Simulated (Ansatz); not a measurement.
# C3H7NO: how energies converge with the basis set

Aim: see how fast density functionals converge with the basis set for C3H7NO.

Computed with Ansatz 0.2.0, Gaussian basis. Level: one geometry, several basis sets.

Plan: PBE0-D4/def2-SVP; ωB97M-V/def2-SVP; PBE0-D4/def2-QZVPP; ωB97M-V/def2-QZVPP; the functionals' def2-TZVPP values are taken from earlier runs.

### Step 1. The geometry

The geometry comes from an earlier relaxation with PBE0-D4 in a triple-zeta def2 set; it is a stationary point, not always the lowest conformer.

SMILES `C=C(N)CO`, 12 atoms, charge 0, spin multiplicity 1.

Atoms are counted from 1 here; the program's logs count them from 0.

Bond lengths: C1–C2 1.337 Å, C1–H6 1.084 Å, C1–H7 1.081 Å, C2–N3 1.376 Å, C2–C4 1.504 Å, N3–H8 1.005 Å, N3–H9 1.005 Å, C4–O5 1.413 Å, C4–H10 1.095 Å, C4–H11 1.095 Å, O5–H12 0.962 Å. Angles: C2–C1–H6 122.1°, C2–C1–H7 120.1°, H6–C1–H7 117.7°, C1–C2–N3 125.2°, C1–C2–C4 121.1°, N3–C2–C4 113.8°, C2–N3–H8 116.7°, C2–N3–H9 117.8°, H8–N3–H9 115.6°, C2–C4–O5 113.4°, C2–C4–H10 109.2°, C2–C4–H11 109.1°, O5–C4–H10 105.1°, O5–C4–H11 112.0°, H10–C4–H11 107.7°, C4–O5–H12 108.0°.

### Step 2. PBE0-D4 in def2-SVP

in.yaml reads:

```yaml
crystal:
  periodic: [false, false, false]
  atoms:
    - {symbol: C, position_ang: [-1.174371, 1.139753, 0.065065]}
    - {symbol: C, position_ang: [-0.278454, 0.182828, -0.198846]}
    - {symbol: N, position_ang: [0.193497, -0.136924, -1.451029]}
    - {symbol: C, position_ang: [0.319393, -0.646613, 0.904424]}
    - {symbol: O, position_ang: [1.691401, -0.925942, 0.717344]}
    - {symbol: H, position_ang: [-1.664035, 1.703673, -0.720230]}
    - {symbol: H, position_ang: [-1.436521, 1.370320, 1.088175]}
    - {symbol: H, position_ang: [0.666393, -1.019363, -1.543823]}
    - {symbol: H, position_ang: [-0.351876, 0.149665, -2.244677]}
    - {symbol: H, position_ang: [-0.171116, -1.625530, 0.924808]}
    - {symbol: H, position_ang: [0.126730, -0.158268, 1.865744]}
    - {symbol: H, position_ang: [2.156062, -0.088900, 0.627046]}
basis:
  gaussian: {orbitals: def2-SVP}
hamiltonian: {xc: pbe0, dispersion: d4}
output: {orbitals: {seedname: orbitals}}
```

On the command line:

```bash
$ ansatz run in.yaml --threads 4 --pin off --events-out ev --progress --plain --max-ram 10444MiB
```

The runs that follow: ωB97M-V in def2-SVP; PBE0-D4 in def2-QZVPP; ωB97M-V in def2-QZVPP.

**Question.** What will the summary of the whole plan be? Wanted: PBE0-D4: double and triple zeta above quadruple; ωB97M-V: double and triple zeta above quadruple.

As calculated:

| quantity | value |
| --- | --- |
| PBE0-D4: double and triple zeta above quadruple | 8.19, 0.39 eV |
| ωB97M-V: double and triple zeta above quadruple | 8.49, 0.38 eV |

In words: For PBE0-D4 the step from double to triple zeta gains 7.80 eV and the next only 0.39 eV. These are total energies; as a rule much of such shifts cancels in differences, which this series doesn't test. The LUMO of ωB97M-V is positive and keeps falling with the basis (3.01 to 1.62 eV): an unbound level that the basis holds in place.
